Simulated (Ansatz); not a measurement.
Input file:

```yaml
crystal:
  periodic: [false, false, false]
  atoms:
    - {symbol: Al, position_ang: [0.000000, 0.032676, 0.636525]}
    - {symbol: N, position_ang: [0.000000, -0.106661, -1.095305]}
    - {symbol: H, position_ang: [0.000000, 0.607486, -1.818390]}
basis:
  gaussian: {orbitals: 6-31G}
magnetization: {spin_polarized: false, initial_magnetization: 1}
correlation: {method: fci, electrons: outside_noble_gas}
```

```sh
$ ansatz run in.yaml --threads 1 --pin off --events-out ev --progress --plain --max-ram 2393MiB
```

Log:

```
512 factors; integrals over basis functions are off by at most 1.9e-7 eV
mean field evaluation 1: about -8071.1679 eV, gradient 4.1e1 eV
mean field evaluation 2: about -8071.1710 eV, gradient 4.1e1 eV
mean field evaluation 4: about -8076.5653 eV, gradient 3.6e0 eV
mean field evaluation 8: about -8076.4980 eV, gradient 3.8e0 eV
mean field evaluation 16: about -8077.5725 eV, gradient 7.5e-4 eV
mean field evaluation 32: about -8077.6131 eV, gradient 8.9e-4 eV
mean field evaluation 64: about -8077.5724 eV, gradient 5.1e-2 eV
mean field evaluation 96: about -8077.6041 eV, gradient 1.1e-1 eV
mean field evaluation 128: about -8074.8673 eV, gradient 1.2e1 eV
mean field evaluation 160: about -8077.5662 eV, gradient 4.4e-1 eV
mean field -8077.61313618 eV, -296.8468075517 hartree, gradient 1.4e-6 eV, S^2 0.750000; 11 other end points of the search recorded, 0 dependent functions left out
mean field evaluation 192: about -8077.7343 eV, gradient 4.7e-2 eV
mean field evaluation 224: about -8077.6943 eV, gradient 6.2e-1 eV
mean field evaluation 256: about -8074.8581 eV, gradient 7.7e0 eV
mean field evaluation 288: about -8073.7053 eV, gradient 6.5e0 eV
determinant -8077.61313618 eV, -296.8468075517 hartree, with singles and doubles -8081.22990902 eV, -296.9797215019 hartree
determinant -8077.57248909 eV, -296.8453137987 hartree, with singles and doubles -8081.51005064 eV, -296.9900165167 hartree
determinant -8077.61313618 eV, -296.8468075517 hartree, with singles and doubles -8081.23112237 eV, -296.9797660918 hartree
determinant -8077.57248909 eV, -296.8453137987 hartree, with singles and doubles -8081.56909486 eV, -296.9921863518 hartree
6 core orbitals not correlated: weight in the atoms' cores, before any rotation towards them, 1.000 or more for the frozen orbitals, at most 0.000 for the correlated occupied ones
reference -8077.61313618 eV, -296.8468075517 hartree; 5, 4 occupied and 13, 14 virtual orbitals, 512 factors
state -8081.75755673 eV, -296.9991121978 hartree
6 core orbitals not correlated: weight in the atoms' cores, before any rotation towards them, 1.000 or more for the frozen orbitals, at most 0.000 for the correlated occupied ones
state -8081.75773398 eV, -296.9991187115 hartree
Total energy: -8081.75773398 eV, -296.9991187115 hartree
```

Ran on 1 thread of Arm Neoverse V1, shared host: 5.3 min wall, 1.2 GiB peak host memory.
